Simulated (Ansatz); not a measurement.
Reaction (substitution at a C–C bond): `CCCCC=O` + `OCF` → `O=CCOCF` + `CCC`

Computed with Ansatz on PBE0-D4/def2-TZVP structures; ΔE is electronic, products minus reactants. CCSD(T)/CBS is the MP2 limit (def2-TZVPP, def2-QZVPP) plus CCSD(T) − MP2 in def2-TZVPP, frozen cores. Functionals use def2-TZVPP. B3LYP here is the variant with VWN-RPA as its local correlation; programs differ in this. Each species was taken in one conformer, which may not be the lowest.

CCSD(T)/CBS gives +45.9 kJ/mol.

**Question.** Another level gave +39.2 kJ/mol. Which?
A. CCSD(T)/def2-TZVPP
B. MP2/def2-TZVPP
C. B3LYP/def2-TZVPP
D. ωB97X-V/def2-TZVPP

**Answer.** D. ωB97X-V 39.2, B3LYP 33.3, MP2/def2-TZVPP 49.2, CCSD(T)/def2-TZVPP 43.3 kJ/mol.

Largest T1 diagnostic among the species: 0.013.

The D4 term adds +4.4 kJ/mol with B3LYP and +2.7 kJ/mol with PBE0; it sums over pairs of atoms, weighted by their polarisabilities, and B3LYP, whose exchange is more repulsive, gets the larger term. In def2-TZVPP, CCSD(T) changes the Hartree–Fock value by +12.5 kJ/mol (the triples alone add +0.7 kJ/mol) and MP2 by +18.4 kJ/mol.
